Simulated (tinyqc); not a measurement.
Worked calculation: MP2 on RHF in the sto-3g basis, frozen core, for BH3, spin multiplicity 1. One step of it, computed by the program tinyqc.

Question. Iteration 1: diagonalisation and new density. Diagonalise F' = X^T F X, C = X C', fill 4 alpha and 4 beta electrons from the bottom; D = 2 C_occ C_occ^T. Each column has its largest component positive (the first on a tie).

Fock matrix F (hartree), lower triangle:
```
,1B 1s,1B 2s,1B 2px,1B 2py,1B 2pz,2H 1s,3H 1s,4H 1s
1B 1s,-7.213015
1B 2s,-2.142690,-1.069042
1B 2px,0.000010,0.000121,-0.215499
1B 2py,0.000000,0.000000,0.000000,-0.215503
1B 2pz,-0.000421,0.004397,-0.000002,0.000000,0.321144
2H 1s,-0.638686,-0.599732,-0.387473,0.000000,0.003338,-0.411031
3H 1s,-0.639295,-0.600032,0.193851,-0.335580,0.003340,-0.199343,-0.411344
4H 1s,-0.639295,-0.600032,0.193851,0.335580,0.003340,-0.199343,-0.199559,-0.411344
```

X, lower triangle:
```
,1B 1s,1B 2s,1B 2px,1B 2py,1B 2pz,2H 1s,3H 1s,4H 1s
1B 1s,1.033648
1B 2s,-0.186102,1.549320
1B 2px,0.000012,-0.000283,1.254644
1B 2py,0.000000,0.000000,0.000000,1.254660
1B 2pz,0.000390,-0.004537,0.000003,0.000000,1.000040
2H 1s,0.027914,-0.404880,-0.412872,0.000000,0.003541,1.340003
3H 1s,0.027914,-0.405277,0.206667,-0.357736,0.003545,-0.021732,1.340410
4H 1s,0.027914,-0.405277,0.206667,0.357736,0.003545,-0.021732,-0.021683,1.340410
```

Give: F' = X^T F X; orbital energies; coefficients C; D after iteration 1.

Answer.

F' = X^T F X (hartree), lower triangle:
```
,1,2,3,4,5,6,7,8
1,-7.0131
2,-1.1830,-0.0089
3,0.0000,-0.0002,0.2090
4,0.0000,0.0000,0.0000,0.2090
5,-0.0003,-0.0018,0.0000,0.0000,0.3212
6,-0.1025,-0.4448,-0.5304,0.0000,0.0041,0.1346
7,-0.1027,-0.4451,0.2654,-0.4595,0.0041,-0.0712,0.1348
8,-0.1027,-0.4451,0.2654,0.4595,0.0041,-0.0712,-0.0712,0.1348
```

orbital energies (hartree): MO1 -7.2202, MO2 -0.6415, MO3 -0.4423, MO4 -0.4423, MO5 0.3212, MO6 0.8319, MO7 0.8572, MO8 0.8573

coefficients C:
```
,MO1,MO2,MO3,MO4,MO5,MO6,MO7,MO8
1B 1s,0.9895,-0.2303,-0.0001,0.0000,-0.0039,-0.2707,0.0037,0.0000
1B 2s,0.0445,0.5049,0.0003,0.0000,0.0170,1.6339,-0.0230,0.0000
1B 2px,0.0000,-0.0002,0.5280,0.0000,0.0000,0.0168,1.2454,0.0000
1B 2py,0.0000,0.0000,0.0000,0.5280,0.0000,0.0000,0.0000,1.2455
1B 2pz,-0.0001,-0.0028,0.0000,0.0000,0.9999,-0.0193,0.0003,0.0000
2H 1s,-0.0083,0.2938,0.4957,0.0000,-0.0046,-0.8139,-1.0664,0.0000
3H 1s,-0.0083,0.2940,-0.2476,0.4292,-0.0046,-0.7920,0.5501,-0.9335
4H 1s,-0.0083,0.2940,-0.2476,-0.4292,-0.0046,-0.7920,0.5501,0.9335
```

D after iteration 1, lower triangle:
```
,1B 1s,1B 2s,1B 2px,1B 2py,1B 2pz,2H 1s,3H 1s,4H 1s
1B 1s,2.0642
1B 2s,-0.1445,0.5138
1B 2px,0.0000,0.0001,0.5575
1B 2py,0.0000,0.0000,0.0000,0.5575
1B 2pz,0.0011,-0.0028,0.0000,0.0000,0.0000
2H 1s,-0.1519,0.2962,0.5233,0.0000,-0.0016,0.6641
3H 1s,-0.1519,0.2960,-0.2616,0.4532,-0.0016,-0.0726,0.6641
4H 1s,-0.1519,0.2960,-0.2616,-0.4532,-0.0016,-0.0726,-0.0727,0.6641
```
